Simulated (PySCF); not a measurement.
**State search for SiF⁺**

Unrestricted PBE0; basis Si STO-3G, F STO-3G; no relativity; PySCF 2.14. Outer shells of the fragments: Si+ 3s2 3p1; F 2s2 2p5.

Followed along the bond (rough minima from three points):

```json
{"2Ms+1": "1", "unpaired": "none", "⟨S²⟩ at the start": "0.00", "R at minimum (Å)": "1.57", "Te (eV)": "0.00"}
{"2Ms+1": "3", "unpaired": "σ ↑, π ↑", "⟨S²⟩ at the start": "2.01", "R at minimum (Å)": "1.66", "Te (eV)": "4.71"}
```

Solutions found at the starting distance of 1.830 Å, counted from the lowest of them; the search is not exhaustive and high or unbound solutions are not listed, so other states can lie among these:

```
2Ms+1  unpaired   term  E (eV)  ⟨S²⟩  ⟨Lz²⟩  μ (D)
    1      none    ¹Σ⁺    0.00  0.00   0.00  -2.95
    3  σ ↑, π ↑     ³Π    3.91  2.01   1.00  -3.12
    3      π ↑↑  mixed    4.24  2.00   2.00  -0.38
    3      π ↑↑  mixed    4.37  2.00   2.00  -0.42
    1      π ↑↓  mixed    4.39  1.00   2.00  -0.43
    3      σ ↑↑    ³Σ⁺    7.64  2.00   0.00  -2.88
    3  σ ↑, π ↑     ³Π    7.64  2.00   1.00  -0.77
```

A term symbol is given only where ⟨S²⟩ and ⟨Lz²⟩ are close to those of a pure state; real π, δ and φ orbitals otherwise mix terms. A positive dipole points towards F; it is taken about the centre of mass and depends on that origin.

Q: Compare the gap between the two lowest followed solutions at the starting distance with the gap between their minima.

A: At PBE0 the second solution (triplet, unpaired electrons σ ↑, π ↑) lies +3.91 eV from the first (singlet, closed shell) at 1.830 Å and +4.71 eV at the minima; the two curves relax by different amounts, since their minima lie near 1.66 and 1.57 Å.

Counting both spins, an empty level lies below a filled one in some of these solutions, because spin and occupation are held. STO-3G is very small, so such numbers show the basis as much as the molecule.
